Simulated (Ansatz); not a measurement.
Ideal-gas functions of C2H3Al (`C#[C][AlH2]`) at 600 K and 1 bar, from an Ansatz frequency run at PBE0-D4/def2-TZVP.

Molar mass 54.03 g/mol, point group C2v (symmetry number 2), electronic degeneracy 1, moments of inertia 3.864, 105.622, 109.486 u Å². Harmonic wavenumbers (cm⁻¹, unscaled): 188, 197, 549, 584, 615, 716, 755, 782, 1950, 1956, 2123, 3456.

Use S(trans) = R[1.5 ln M + 2.5 ln T − 1.1517]; rotational temperatures θ = 24.2544 K / I; S(rot) = R[ln(√π/σ · √(T³/θAθBθC)) + 1.5]; for each mode x = 1.438777 ν̃/T, S = R[x/(eˣ − 1) − ln(1 − e⁻ˣ)] and H = RT x/(eˣ − 1); 1 cm⁻¹ = 0.0119627 kJ/mol; R = 8.31446 J/(mol·K).

Task: By hand: the entropy, in J/(mol·K).

Result: Translation 173.1. Rotation: θ = 6.277, 0.2296, 0.2215 K, giving 96.0. Vibration, mode by mode: 15.01, 14.63, 6.60, 6.16, 5.80, 4.77, 4.43, 4.21, 0.44, 0.44, 0.31, 0.02, in all 62.8. Electronic 0.0. Sum 331.9 J/(mol·K).

Task: By hand: H − E and G − E in kJ/mol, counted from the electronic energy.

Result: Zero-point energy ½ × 13871 × 0.0119627 = 83.0; thermal vibration 20.7; translation, rotation and pV give 4 RT = 20.0. H − E = 123.7 kJ/mol, and G − E = 123.7 − 600 × 331.9/1000 = -75.4 kJ/mol.

Vibration gives 19 % of the entropy.
